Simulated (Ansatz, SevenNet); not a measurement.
Elastic constant C44 (GPa) of solids drawn from the class of oxides, at two levels: the machine-learned potential SevenNet-l3i5 (trained on PBE and PBE+U data), and r²SCAN (Ansatz, a first-principles code, plane waves, PAW).

```json
[
 {"solid": "corundum Ga2O3 (metastable phase)", "SevenNet-l3i5": "67.0", "r²SCAN": "87.6"},
 {"solid": "A-type hexagonal La2O3", "SevenNet-l3i5": "50.5", "r²SCAN": "63.7"},
 {"solid": "anatase TiO2 (metastable phase)", "SevenNet-l3i5": "42.7", "r²SCAN": "50.6"},
 {"solid": "rutile TiO2", "SevenNet-l3i5": "101", "r²SCAN": "?"},
 {"solid": "α-quartz (SiO2)", "SevenNet-l3i5": "50.9", "r²SCAN": "59.2"},
 {"solid": "rock-salt SrO", "SevenNet-l3i5": "51.9", "r²SCAN": "?"},
 {"solid": "rock-salt CaO", "SevenNet-l3i5": "68.2", "r²SCAN": "79.3"},
 {"solid": "cubic perovskite KTaO3", "SevenNet-l3i5": "87.1", "r²SCAN": "108"},
 {"solid": "cubic perovskite BaZrO3", "SevenNet-l3i5": "78.6", "r²SCAN": "91.0"},
 {"solid": "rutile SnO2", "SevenNet-l3i5": "81.3", "r²SCAN": "99.5"}
]
```

Estimate the withheld r²SCAN values from the other rows.

One way: carry over the typical ratio. The ratios r²SCAN / SevenNet-l3i5 of the other rows, in order: 1.158, 1.163, 1.163, 1.185, 1.224, 1.240, 1.261, 1.307; median 1.2045. Rutile TiO2: 101 × 1.2045 = 122 GPa; the run gives 128 GPa. Rock-salt SrO: 51.9 × 1.2045 = 62.5 GPa; the run gives 55.5 GPa. The ratios spread from 1.158 to 1.307, so such an estimate is rough. Rock-salt SrO lies outside that spread.

Of 10 rows, r²SCAN is the larger in 10 and the smaller in 0.

Ansatz's runs of these crystals have no spin polarisation.

Spin–orbit coupling is left out, also for the solids with elements from indium on (A-type hexagonal La2O3, cubic perovskite KTaO3, cubic perovskite BaZrO3, rutile SnO2); its size isn't shown.

Each level is taken at its own relaxed cell. Ansatz's density-functional and Hartree–Fock values are scalar-relativistic unless marked +SOC, with PAW data made under PBE.
